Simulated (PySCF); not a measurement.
Gas-phase reaction: 2 AlHCl₂ → 2 AlCl + Cl₂ + 2 H

Computed with PySCF (xtb for GFN2) and rigid-rotor harmonic-oscillator thermochemistry at 1 bar. † marks an energy on the PBE0/def2-TZVP geometry and frequencies; other levels use their own. MP2 freezes the core. 6-31G* has spherical d functions here. Open shells (unrestricted): H (multiplicity 2); the rest are closed-shell singlets. GFN2 has no spin-polarisation term. B3LYP is the form with VWN-RPA correlation. AlHCl₂: computed as isolated molecules; such fragments, hydroxides, amides, oligomers or adducts are transient or little studied in the gas. MP2 isn't extrapolated to the basis-set limit; its ΔH°(298 K) is 1069.2 kJ in def2-SVP and 1062.0 kJ in def2-TZVPP. The harmonic model lacks anharmonicity and excited electronic states, which grow with temperature; levels with a mode under 35 cm⁻¹ are left out.

ΔH° and ΔS° at 298 K: B3LYP/6-31G* 1018 kJ, 332 J/K; BLYP/def2-TZVP† 976 kJ, 331 J/K; GFN2-xTB 1345 kJ, 327 J/K; HF/6-31G* 967 kJ, 334 J/K; MP2/def2-SVP† 1069 kJ, 331 J/K; MP2/def2-TZVPP† 1062 kJ, 331 J/K.

Question: With the heat capacities included, give log10 K (1 bar) at 600, 1000, 1200, 1800, 2000 K from B3LYP/6-31G*, BLYP/def2-TZVP†, GFN2-xTB, HF/6-31G*, MP2/def2-SVP†, MP2/def2-TZVPP†.

Answer: 
```csv
T (K),B3LYP/6-31G*,BLYP/def2-TZVP†,GFN2-xTB,HF/6-31G*,MP2/def2-SVP†,MP2/def2-TZVPP†
600,-71.1,-67.5,-99.9,-66.6,-75.6,-75.0
1000,-35.5,-33.3,-52.9,-32.7,-38.2,-37.9
1200,-26.6,-24.8,-41.1,-24.2,-28.9,-28.6
1800,-11.8,-10.6,-21.6,-10.1,-13.3,-13.1
2000,-8.8,-7.8,-17.7,-7.3,-10.2,-10.0
```
